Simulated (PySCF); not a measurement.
Below is a simulated gas-phase N 1s photoelectron spectrum of protonated nitrous oxide, `O[N+]#N`.

Every computed line was given a Gaussian of 0.8 eV full width at half maximum and an area set by the number of equivalent atoms; the highest printed point is 100. Theory: PySCF, delta-SCF UKS SCAN, pcX-2 on the ionised atom, pcseg-1 elsewhere, spin-free X2C.

binding energy (eV), intensity and a bar:
```
    417.3          0 
    417.4          1 
    417.5          2 #
    417.6          5 #
    417.7          9 ###
    417.8         17 #####
    417.9         29 #########
    418.0         44 #############
    418.1         61 ##################
    418.2         79 ########################
    418.3         93 ############################
    418.4        100 ##############################
    418.5         99 ##############################
    418.6         90 ###########################
    418.7         75 ######################
    418.8         57 #################
    418.9         40 ############
    419.0         26 ########
    419.1         15 ####
    419.2          8 ##
    419.3          4 #
    419.4          2 #
    419.5          1 
    419.6          0 
    419.7          0 
    419.8          0 
    419.9          0 
    420.0          1 
    420.1          2 #
    420.2          5 #
    420.3         10 ###
    420.4         18 #####
    420.5         29 #########
    420.6         44 #############
    420.7         62 ###################
    420.8         79 ########################
    420.9         93 ############################
    421.0        100 ##############################
    421.1         99 ##############################
    421.2         89 ###########################
    421.3         74 ######################
    421.4         56 #################
    421.5         39 ############
    421.6         25 #######
    421.7         15 ####
    421.8          8 ##
    421.9          4 #
    422.0          2 
    422.1          1 
    422.2          0
```

Q: Count the maxima, the lines and the sites behind this envelope.

A: The curve has 2 maxima (at 418.4 and 421.0 eV). Under it lie 2 lines from 2 inequivalent nitrogen sites.

Q: Decompose the envelope and assign each component. Numbering: `[N:1]#[N+:2][OH:3]`.

A: 
| position (eV) | relative area | line | atoms | environment |
| --- | --- | --- | --- | --- |
| 418.44 | 1 | N 1s | N1 | nitrogen bonded to N |
| 421.03 | 1 | N 1s | N2 | nitrogen bonded to N and O |

Q: What are the centre and the root-mean-square width of the whole band?

A: The area-weighted mean of the lines is 419.74 eV. Their own spread about it is 1.30 eV (rms) and each Gaussian has σ = 0.8/2.355 = 0.34 eV; the variances add, which gives 1.34 eV.

Q: Above which line width would these two lines show one maximum?

A: Two equal Gaussians merge once their distance is under 2σ = FWHM/1.177. With 2.60 eV between them that is a full width over 3.06 eV.

Lowest listed N 1s: N1, bonded to N (triple bond). Highest, 2.59 eV above it: N2, bonded to O and N (triple bond). Summing the Pauling electronegativity differences to the bonded atoms, each weighted by its formal bond order, gives 0.00 for the lowest site and +0.40 for the highest.

The curve has no shake-up lines and no vibrational structure. The species carries charge +1, so core ionisation leaves charge +2. Isolated species at its PBE0-D3(BJ)/def2-SVP geometry, gas phase.
